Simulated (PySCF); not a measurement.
Species: H3PS.
Bonds: P1–S2 (double). Hydrogens: H3, H4, H5 on P1.

The same species was optimised twice, with GFN2-xTB and with PBE0-D3(BJ)/def2-SVP (PySCF), and the same property calculations (PySCF, gas phase) were run on both structures.

```tsv
coordinate	GFN2-xTB	PBE0-D3(BJ)/def2-SVP	change
P1–H4 (Å)	1.394	1.427	+0.033
P1–H5 (Å)	1.394	1.427	+0.033
P1–H3 (Å)	1.394	1.426	+0.032
P1=S2 (Å)	1.914	1.933	+0.019
H3–P1–H5 (°)	99.5	99.1	-0.4
H4–P1–H5 (°)	99.5	99.1	-0.4
H3–P1–H4 (°)	99.4	99.1	-0.3
S2–P1–H4 (°)	118.2	118.5	+0.3
S2–P1–H3 (°)	118.2	118.5	+0.3
S2–P1–H5 (°)	118.2	118.5	+0.3
```

Rotational constants: A = 110748, B = 7479, C = 7479 MHz (GFN2-xTB) against A = 106377, B = 7308, C = 7308 MHz (PBE0-D3(BJ)/def2-SVP). Point groups within 0.08 Å: C3v and C3v.

On the GFN2-xTB structure: lowest singlet, TDDFT (eV) 5.42 [PBE0/def2-SVPD]; lowest triplet, Tamm–Dancoff (eV) 4.90 [PBE0/def2-SVPD]; isotropic polarisability (au) 48.0 [PBE0/def2-SVPD]; HOMO (eV) -7.03 [PBE0/def2-SVPD]; LUMO (eV) -0.18 [PBE0/def2-SVPD]; dipole (D) 3.70 [PBE0/def2-SVPD]; HOMO (eV) -6.94 [PBE0/pcSseg-1]; LUMO (eV) 0.12 [PBE0/pcSseg-1]; dipole (D) 4.00 [PBE0/pcSseg-1]; GIAO shielding of P1 (ppm) 426.4 [PBE0/pcSseg-1]; GIAO shielding of S2 (ppm) 919.2 [PBE0/pcSseg-1]; P1s of P1 (eV) 2152.62 [delta-SCF UKS SCAN, pcX-2 on the ionised atom, pcseg-1 elsewhere, spin-free X2C]; P2p of P1 (eV) 139.11 [delta-SCF UKS SCAN, pcX-2 on the ionised atom, pcseg-1 elsewhere, spin-free X2C]; S1s of S2 (eV) 2476.03 [delta-SCF UKS SCAN, pcX-2 on the ionised atom, pcseg-1 elsewhere, spin-free X2C]; S2p of S2 (eV) 168.59 [delta-SCF UKS SCAN, pcX-2 on the ionised atom, pcseg-1 elsewhere, spin-free X2C].

Problem. What do these properties become on the PBE0-D3(BJ)/def2-SVP structure?

Solution. 
```json
{"property": "lowest singlet, TDDFT (eV)", "level": "PBE0/def2-SVPD", "on GFN2-xTB": "5.42", "on PBE0-D3(BJ)/def2-SVP": "5.25", "change": "-0.17"}
{"property": "lowest triplet, Tamm–Dancoff (eV)", "level": "PBE0/def2-SVPD", "on GFN2-xTB": "4.90", "on PBE0-D3(BJ)/def2-SVP": "4.71", "change": "-0.19"}
{"property": "isotropic polarisability (au)", "level": "PBE0/def2-SVPD", "on GFN2-xTB": "48.0", "on PBE0-D3(BJ)/def2-SVP": "49.4", "change": "+1.4"}
{"property": "HOMO (eV)", "level": "PBE0/def2-SVPD", "on GFN2-xTB": "-7.03", "on PBE0-D3(BJ)/def2-SVP": "-7.03", "change": "0.00"}
{"property": "LUMO (eV)", "level": "PBE0/def2-SVPD", "on GFN2-xTB": "-0.18", "on PBE0-D3(BJ)/def2-SVP": "-0.35", "change": "-0.17"}
{"property": "dipole (D)", "level": "PBE0/def2-SVPD", "on GFN2-xTB": "3.70", "on PBE0-D3(BJ)/def2-SVP": "3.69", "change": "-0.01"}
{"property": "energy, GFN2-xTB geometry as zero (kcal/mol)", "level": "PBE0/def2-SVPD", "on GFN2-xTB": "0.0", "on PBE0-D3(BJ)/def2-SVP": "-1.0", "change": "-1.0"}
{"property": "HOMO (eV)", "level": "PBE0/pcSseg-1", "on GFN2-xTB": "-6.94", "on PBE0-D3(BJ)/def2-SVP": "-6.95", "change": "-0.01"}
{"property": "LUMO (eV)", "level": "PBE0/pcSseg-1", "on GFN2-xTB": "0.12", "on PBE0-D3(BJ)/def2-SVP": "-0.12", "change": "-0.24"}
{"property": "dipole (D)", "level": "PBE0/pcSseg-1", "on GFN2-xTB": "4.00", "on PBE0-D3(BJ)/def2-SVP": "3.97", "change": "-0.03"}
{"property": "energy, GFN2-xTB geometry as zero (kcal/mol)", "level": "PBE0/pcSseg-1", "on GFN2-xTB": "0.0", "on PBE0-D3(BJ)/def2-SVP": "-0.8", "change": "-0.8"}
{"property": "GIAO shielding of P1 (ppm)", "level": "PBE0/pcSseg-1", "on GFN2-xTB": "426.4", "on PBE0-D3(BJ)/def2-SVP": "416.3", "change": "-10.1"}
{"property": "GIAO shielding of S2 (ppm)", "level": "PBE0/pcSseg-1", "on GFN2-xTB": "919.2", "on PBE0-D3(BJ)/def2-SVP": "882.5", "change": "-36.7"}
{"property": "P1s of P1 (eV)", "level": "delta-SCF UKS SCAN, pcX-2 on the ionised atom, pcseg-1 elsewhere, spin-free X2C", "on GFN2-xTB": "2152.62", "on PBE0-D3(BJ)/def2-SVP": "2152.72", "change": "+0.10"}
{"property": "P2p of P1 (eV)", "level": "delta-SCF UKS SCAN, pcX-2 on the ionised atom, pcseg-1 elsewhere, spin-free X2C", "on GFN2-xTB": "139.11", "on PBE0-D3(BJ)/def2-SVP": "139.18", "change": "+0.07"}
{"property": "S1s of S2 (eV)", "level": "delta-SCF UKS SCAN, pcX-2 on the ionised atom, pcseg-1 elsewhere, spin-free X2C", "on GFN2-xTB": "2476.03", "on PBE0-D3(BJ)/def2-SVP": "2476.07", "change": "+0.04"}
{"property": "S2p of S2 (eV)", "level": "delta-SCF UKS SCAN, pcX-2 on the ionised atom, pcseg-1 elsewhere, spin-free X2C", "on GFN2-xTB": "168.59", "on PBE0-D3(BJ)/def2-SVP": "168.62", "change": "+0.03"}
```

The heavy atoms differ by 0.010 Å rms after alignment. Among all bonds P1–H3, P1–H4 and P1–H5 change most and about equally (+0.032 to +0.033 Å). Changes are differences of the printed values. Neither structure is proved a minimum here.
